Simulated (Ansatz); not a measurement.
This geometry of C₃H₄FN (9 atoms, charge 0, multiplicity 1) is a first-order saddle point.

Method: RKS PBE-D4/def2-SVP in Ansatz 0.2.0.

```xyz
9
Properties=species:S:1:pos:R:3
N 1.522 -0.820 -0.797
C 0.291 -0.948 -0.052
C -0.506 0.047 0.303
C -1.269 1.052 0.687
F -2.292 1.538 -0.052
H 2.151 -0.178 -0.294
H 1.324 -0.341 -1.687
H 0.017 -1.985 0.231
H -1.149 1.589 1.645
```

(1) Which two structures does it join? (They come from a converged band through this point; their orientation in space is the band's.)

(2) How far does it lie above each of them?

## Answers

(1) No bond is made or broken. The dihedral H6–N1–C2–C3 goes from -16 to 155°.

Image 0:

```xyz
9
Properties=species:S:1:pos:R:3
N 1.570 -0.643 -0.641
C 0.287 -0.803 -0.146
C -0.538 0.148 0.288
C -1.331 1.062 0.801
F -2.313 1.697 0.101
H 1.839 0.302 -0.921
H 1.909 -1.371 -1.271
H -0.030 -1.862 -0.076
H -1.304 1.423 1.847
```

Image 6:

```xyz
9
Properties=species:S:1:pos:R:3
N 1.404 -0.640 -0.953
C 0.275 -0.801 -0.168
C -0.525 0.153 0.306
C -1.332 1.069 0.790
F -2.390 1.593 0.107
H 2.101 -1.383 -0.910
H 1.798 0.300 -1.007
H 0.016 -1.861 0.022
H -1.259 1.523 1.797
```

(2) 0.48 eV above the first and 0.48 eV above the second. This is the barrier of this one path; another mechanism may lie lower.

Run time: 2.6 min on 1 thread of Arm Neoverse V1, on a shared host, peak memory 0.12 GiB.
